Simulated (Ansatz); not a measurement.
Relaxation of C4H7N (12 atoms, charge 0, multiplicity 1), to a largest force component of 0.02 eV/Å in at most 50 steps.

Level of theory: RKS PBE0-D4/def2-SVP in Ansatz.

```xyz
12
Properties=species:S:1:pos:R:3:forces:R:3
C 0.435 1.031 1.212 -3.12 2.05 0.21
C 0.081 0.195 0.231 1.83 -0.80 -0.16
C -1.289 0.121 -0.436 1.96 0.61 0.65
C 1.236 -0.722 -0.198 -5.32 -1.90 -3.41
N 1.072 -1.650 -1.121 2.81 1.72 2.63
H -0.351 1.802 1.561 1.24 -1.13 -0.27
H 1.394 1.121 1.668 1.00 -0.21 0.28
H -1.133 0.321 -1.504 -0.42 -0.21 -0.14
H -1.696 -0.853 -0.228 -0.48 -0.86 -0.29
H -1.950 0.861 0.009 -0.21 0.31 -0.01
H 2.120 -0.625 0.347 2.08 0.12 0.88
H 0.158 -1.656 -1.508 -1.38 0.29 -0.38
```

Q: Where does it end, and by what steps?

A: The forces met the threshold. After 7 steps the energy has fallen by 0.509 eV; C4 moved furthest, 0.08 Å.

```tsv
step	energy less start (eV)	largest force component (eV/Å)	accepted
0	0.0000	5.320	yes
1	-0.3995	1.241	yes
2	-0.4622	0.691	yes
3	-0.4518	0.746	no
4	-0.4978	0.316	yes
5	-0.5044	0.402	yes
6	-0.5084	0.032	yes
7	-0.5086	0.016	yes
```

```xyz
12
Properties=species:S:1:pos:R:3
C 0.402 1.085 1.212
C 0.107 0.202 0.245
C -1.235 0.117 -0.412
C 1.159 -0.737 -0.197
N 1.079 -1.632 -1.097
H -0.333 1.805 1.581
H 1.398 1.108 1.663
H -1.156 0.287 -1.499
H -1.683 -0.881 -0.273
H -1.929 0.862 -0.001
H 2.124 -0.633 0.330
H 0.143 -1.638 -1.517
```

Whether the end is a true minimum wasn't checked by a vibrational analysis.

The run took 12 s on 2 threads of Intel(R) Xeon(R) 6975P-C (Granite Rapids) (shared host), peak memory 0.24 GiB.
